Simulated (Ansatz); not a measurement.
Geometry optimisation, RKS PBE-D4/STO-3G in Ansatz.

The input (input.yaml):

```yaml
crystal:
  periodic: [false, false, false]
  atoms:
    - { symbol: C, position_ang: [-1.3421, -0.1678, 0.7407] }
    - { symbol: "N", position_ang: [-0.3376, -0.9138, 0.1098] }
    - { symbol: C, position_ang: [0.5736, -0.2596, -0.4592] }
    - { symbol: "N", position_ang: [0.9446, 1.0629, -0.5688] }
    - { symbol: O, position_ang: [1.5648, -0.9952, -1.0427] }
    - { symbol: H, position_ang: [-2.2, -0.7756, 1.0376] }
    - { symbol: H, position_ang: [-0.9993, 0.3954, 1.6271] }
    - { symbol: H, position_ang: [-1.7798, 0.6229, 0.0251] }
    - { symbol: H, position_ang: [1.8447, 1.25, -0.7495] }
    - { symbol: H, position_ang: [0.5096, 1.6402, 0.1955] }
    - { symbol: H, position_ang: [1.2869, -1.9163, -0.8951] }
basis:
  gaussian: { orbitals: STO-3G }
hamiltonian:
  xc: pbe
  dispersion: d4
relax:
  f_tol: 0.02
  max_steps: 40
scf:
  lower_state_search: "off"
```

Run as:

```bash
$ ansatz run input.yaml --threads 1 --pin off --max-ram 2048MiB --backend cpu --events-out ev --progress --plain --runs-dir out
```

Question: Where does it end, and by what steps?

Answer: It converged. Limits of this set-up: minimal basis. After 8 steps the energy has fallen by 1.286 eV; N4 moved furthest, 0.14 Å.

```json
{"step": "0", "energy less start (eV)": "0.0000", "largest force component (eV/Å)": "7.708", "accepted": "yes"}
{"step": "1", "energy less start (eV)": "-1.1178", "largest force component (eV/Å)": "1.498", "accepted": "yes"}
{"step": "2", "energy less start (eV)": "-1.2326", "largest force component (eV/Å)": "0.509", "accepted": "yes"}
{"step": "3", "energy less start (eV)": "-1.2672", "largest force component (eV/Å)": "0.323", "accepted": "yes"}
{"step": "4", "energy less start (eV)": "-1.2797", "largest force component (eV/Å)": "0.329", "accepted": "yes"}
{"step": "5", "energy less start (eV)": "-1.2761", "largest force component (eV/Å)": "0.678", "accepted": "no"}
{"step": "6", "energy less start (eV)": "-1.2858", "largest force component (eV/Å)": "0.071", "accepted": "yes"}
{"step": "7", "energy less start (eV)": "-1.2860", "largest force component (eV/Å)": "0.056", "accepted": "yes"}
{"step": "8", "energy less start (eV)": "-1.2864", "largest force component (eV/Å)": "0.016", "accepted": "yes"}
```

```xyz
11
Properties=species:S:1:pos:R:3
C -1.405 -0.106 0.736
N -0.354 -1.015 0.112
C 0.643 -0.313 -0.436
N 0.828 1.126 -0.605
O 1.679 -1.027 -1.091
H -2.234 -0.745 1.103
H -1.006 0.466 1.606
H -1.822 0.625 0.007
H 1.865 1.311 -0.747
H 0.553 1.612 0.296
H 1.319 -1.992 -0.959
```

Whether the end is a true minimum wasn't checked by a vibrational analysis.

Time of the run: 13 s on 1 thread of Arm Neoverse V2, with other jobs on the host, peak memory 0.13 GiB.
